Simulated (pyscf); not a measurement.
## Substitution at Si: PH (SMILES [PH]) [triplet] + H₃Si–SiH₃ (SMILES [SiH3][SiH3]) → H₃Si–PH• (SMILES [SiH3][PH]) + SiH₃• (SMILES [SiH3])

Gas phase, triplet surface, charge 0. Bonds broken: Si3–Si4. Bonds formed: P1–Si3. Single points on ωB97X-D3(BJ)/def2-SVP structures (PySCF, gas phase). Correlated levels are frozen-core, on RHF or UHF. ΔMP2 is the change of the MP2 total energy from the triple- to the quadruple-zeta basis.

Transition state (Å):

```xyz
10

P      1.7135    -0.2665     1.4535
H      1.1983     0.7313     2.3404
Si    -0.2183    -0.0785     0.0144
Si    -2.2738     0.2355    -1.3611
H     -1.1337    -0.4742     1.1342
H      0.0688     1.3710    -0.2401
H      0.2519    -1.1088    -0.9576
H     -1.8858     0.6775    -2.7339
H     -3.1313     1.2757    -0.7190
H     -3.0182    -1.0569    -1.4364
```

One imaginary mode, 553i cm⁻¹; descent along it reached the two sides named.

| bond | change | reactant side (Å) | saddle | product side |
|---|---|---|---|---|
| Si3–Si4 | breaks | 2.338 | 2.493 | 3.5 |
| P1–Si3 | forms | 3.6 | 2.416 | 2.257 |

Electronic energies relative to the separated reactants (eV):

| level | barrier | reaction energy | reverse barrier |
|---|---|---|---|
| ωB97X-D3(BJ)/def2-TZVP | 0.54 | +0.40 | 0.13 |
| PBE/def2-TZVP | 0.28 | +0.29 | -0.02 |
| r²SCAN/def2-TZVP | 0.36 | +0.28 | 0.08 |
| B3LYP-D3(BJ)/def2-TZVP | 0.51 | +0.36 | 0.15 |
| PBE0-D3(BJ)/def2-TZVP | 0.41 | +0.35 | 0.06 |
| M06-2X/def2-TZVP | 0.61 | +0.34 | 0.27 |
| ωB97M-D3(BJ)/def2-TZVP | 0.68 | +0.41 | 0.27 |
| HF/def2-TZVP | 1.71 | +0.60 | 1.10 |
| MP2/def2-QZVPP | 0.82 | +0.45 | 0.38 |
| CCSD/def2-TZVPP | 1.00 | +0.54 | 0.46 |
| CCSD(T)/def2-TZVPP | 0.86 | +0.52 | 0.35 |
| CCSD(T)/def2-TZVPP + ΔMP2(QZVPP) | 0.82 | +0.49 | 0.32 |

With CCSD(T)/def2-TZVPP + ΔMP2(QZVPP) energies and thermal terms (ideal gas, 1 atm, RRHO with modes under 100 cm⁻¹ raised to 100, one conformer, R ln 2 for rigid chiral ones), in eV:

| T (K) | ΔH‡ | ΔG‡ | ΔH | ΔG |
|---|---|---|---|---|
| 298 | 0.81 | 1.15 | +0.48 | +0.39 |
| 600 | 0.82 | 1.50 | +0.47 | +0.31 |
| 900 | 0.84 | 1.84 | +0.45 | +0.23 |
| 1200 | 0.85 | 2.17 | +0.44 | +0.15 |

At PBE this geometry lies under the product side: in single points on another level's saddle the reverse barrier vanishes, and the forward threshold there is about the reaction energy. H₃Si–PH• + SiH₃• also meet on a surface of lower spin, which isn't treated here. This is the saddle that the search found; another between the same sides may lie lower. The angle at the attacked Si is 176°. The CCSD(T) − MP2 part came from Ansatz, without density fitting, on the same reference.
